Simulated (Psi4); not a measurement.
# triplet C2H3F3O at U-wB97X-V/6-31G(d) (spherical functions)

We compute the energy of triplet C2H3F3O. 

The results are computed with Psi4 1.11.

**1. The molecule**

C2H3F3O has 9 atoms, charge 0, and is taken as a triplet. As SMILES of the parent species, `OCC(F)(F)F`. The shape is that of a PBE0-D4/def2-TZVP optimisation. This is one conformer, not always the lowest. That shape belongs to the parent species and isn't relaxed for this state.

Bond lengths: O1–C2 1.395 Å, C2–C3 1.515 Å, C3–F4 1.332 Å, C3–F5 1.345 Å, C3–F6 1.338 Å, O1–H7 0.962 Å, C2–H8 1.091 Å, C2–H9 1.097 Å. Some angles: O1–C2–C3 112.2°, C2–C3–F4 112.6°, C2–C3–F5 110.7°, C2–C3–F6 110.5°, F4–C3–F5 107.3°, F4–C3–F6 107.9°, F5–C3–F6 107.6°, O1–C2–H8 107.8°, O1–C2–H9 113.2°, C3–C2–H8 107.8°.

**2. A single-point energy at U-wB97X-V/6-31G(d) (spherical functions)**

File input.inp:

```
memory 1600 MB

molecule {
  0 3
  O      0.266530    -1.505850    -0.522220
  C      0.133530    -0.525950     0.461010
  C     -0.345850     0.793870    -0.107260
  F     -1.549160     0.702470    -0.671030
  F      0.503280     1.241540    -1.049190
  F     -0.410400     1.722300     0.853640
  H      0.947650    -1.231740    -1.143270
  H     -0.612860    -0.871420     1.177610
  H      1.067280    -0.325240     1.000710
  symmetry c1
  no_reorient
  no_com
}

set reference uks
set puream true
set e_convergence 1e-09
set d_convergence 1e-08
set scf_type pk
set dft_radial_points 99
set dft_spherical_points 590
set maxiter 100

energy('wb97x-v/6-31G*')
print_variables()
```

Launch:

```sh
$ psi4 input.inp input.out -n 1
```

input.out:

```text
[...]
  Running in c1 symmetry.
[...]
  Nuclear repulsion =  274.601382267830445
[...]
  Multiplicity = 3
[...]
  Nalpha       = 26
  Nbeta        = 24
[...]
    Number of basis functions: 90
[...]
   @UKS iter   1:  -452.13150008005221   -7.73224e-02   6.64464e-03 ADIIS/DIIS
[...]
   @UKS iter  22:  -452.30557422348232   -3.01270e-12   4.07858e-09 DIIS
[...]
   @S^2 Observed:                2.003717663E+00
[...]
    Orbital Energies [Eh]
    ---------------------
    Alpha Occupied:
       1A    -24.814707     2A    -24.814132     3A    -24.798551
       4A    -19.390944     5A    -10.552091     6A    -10.376859
       7A     -1.453846     8A     -1.364255     9A     -1.352314
      10A     -1.303098    11A     -0.940189    12A     -0.815008
      13A     -0.749936    14A     -0.725911    15A     -0.715804
      16A     -0.687333    17A     -0.642934    18A     -0.607663
      19A     -0.582813    20A     -0.581896    21A     -0.551308
      22A     -0.540643    23A     -0.522893    24A     -0.517699
      25A     -0.492208    26A     -0.108833
    Alpha Virtual:
[...]
  @UKS Final Energy:  -452.30557422348232
   => Energetics <=
    Nuclear Repulsion Energy =            274.6013822678304450
    One-Electron Energy =               -1169.9234670212349556
    Two-Electron Energy =                 479.8244871406735683
    DFT Exchange-Correlation Energy =     -37.0088998550530306
    Empirical Dispersion Energy =           0.0000000000000000
    VV10 Nonlocal Energy =                  0.2009232443016316
    Total Energy =                       -452.3055742234823242
[...]
 Multipole Moments:
 ------------------------------------------------------------------------------------
     Multipole            Electronic (a.u.)      Nuclear  (a.u.)        Total (a.u.)
 ------------------------------------------------------------------------------------
 L = 1.  Multiply by 2.5417464519 to convert [e a0] to [Debye]
 Dipole X            :         20.3153007          -20.4962152           -0.1809145
 Dipole Y            :        -38.2899739           38.0385050           -0.2514688
 Dipole Z            :         17.6529579          -16.6663073            0.9866506
 Magnitude           :                                                    1.0341403
[...]
```

It took 3.2 min on 1 thread of Intel Xeon 6975P-C (Granite Rapids), shared host; peak memory 0.98 GiB.

**3. What came out**

At U-wB97X-V/6-31G* (spherical functions):

```
                          quantity          value
                      total energy  -452.30557 Eh
                     dipole moment         2.63 D
HOMO energy (highest over α and β)       -2.96 eV
                              ⟨S²⟩          2.004
```
